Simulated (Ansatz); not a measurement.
Consider the atomization: `O=[Si]=O` → 2 O• + Si•.

Computed with Ansatz on PBE0-D4/def2-TZVP structures; ΔE is electronic, products minus reactants. CCSD(T)/CBS is frozen-core, at the limit of the def2 triple- and quadruple-zeta sets. Functionals use def2-TZVPP. B3LYP here is the variant with VWN-RPA as its local correlation; programs differ in this. HSE06 is defined as in plane-wave codes. No spin–orbit coupling; open shells (•) take unrestricted orbitals. Spin–orbit coupling would lower the free atoms: a little for O, Si.

`O=[Si]=O`:

```xyz
3

O    -1.167   -0.867    0.393
Si    0.000    0.000    0.000
O     1.167    0.867   -0.393
```

```
              level  ΔE (kJ/mol)
        LDA (SPW92)       1499.9
             PBE-D4       1297.1
           B3LYP-D4       1215.1
           HSE06-D4       1195.6
             revPBE       1229.3
            r2SCAN0       1149.6
 SCS-MP2/def2-TZVPP       1248.0
CCSD(T)/cc-pV(Q+d)Z       1217.3
```

What does CCSD(T)/CBS give? (Best estimate.)

The calculation gave: +1241.1 kJ/mol. The listed levels differ from it by 258.8, 56.0, -26.0, -45.5, -11.8, -91.5, 6.9, -23.8 kJ/mol.

Largest T1 diagnostic among the species: 0.024, so the coupled-cluster value is less sure than usual.

In def2-TZVPP, CCSD(T) changes the Hartree–Fock value by +531.6 kJ/mol (the triples alone add +53.8 kJ/mol) and MP2 by +643.9 kJ/mol; breaking electron pairs costs correlation energy, which Hartree–Fock lacks. Leaving LDA and LC-ωPBE aside and taking each functional with its dispersion term where it has one, the values, not all of them listed here, spread over 207.5 kJ/mol, from BHLYP-D4 to PBE-D4. LDA lies +207.3 kJ/mol from PBE without D4, its usual overbinding. From r2SCAN to r2SCAN0 (25 % exact exchange), in def2-TZVPP and without D4, ΔE moves by −90.5 kJ/mol: exact exchange takes away binding that semilocal exchange gives to molecules.

CCSD(T)/CBS has its own doubt, a few kJ/mol and more with outer-core shells, so smaller differences from it don't rank the levels.
